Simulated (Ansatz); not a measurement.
Candidate structures of SiO2, relaxed level by level: SiO2 (model structure, from the 3R-MoS2 type, R3m, No. 160); quartz-high SiO2 (high-temperature phase); stishovite (SiO2); α-quartz (SiO2). Levels: PBEsol (Ansatz, a quantum-chemistry and plane-wave program, PAW), r²SCAN in Ansatz (plane waves, PAW).

Problem. Rank the structures in energy at 0 K, level by level.

Solution. Lowest: PBEsol, α-quartz (SiO2) (within 10 meV/atom of quartz-high SiO2 (high-temperature phase), too close to call); r²SCAN, α-quartz (SiO2). Energies above the lowest of these candidates, meV/atom:

```tsv
structure	PBEsol	r²SCAN
α-quartz (SiO2)	0	0
quartz-high SiO2 (high-temperature phase)	7	10
stishovite (SiO2)	68	143
SiO2 (model structure, from the 3R-MoS2 type, R3m, No. 160)	988	1177
```

A measured cell is on file for: α-quartz (SiO2); quartz-high SiO2 (high-temperature phase); stishovite (SiO2).

Static-lattice energies; unlike cells have unlike k meshes, which leaves some meV/atom of uncertainty, and other structures than these can lie lower.

Note: symmetry holds this phase in the static calculation, where it need not be a minimum.

A model structure was made by putting elements into a prototype or built by hand; it is no filed structure, need not be a known phase, and can be a saddle point held by its symmetry.
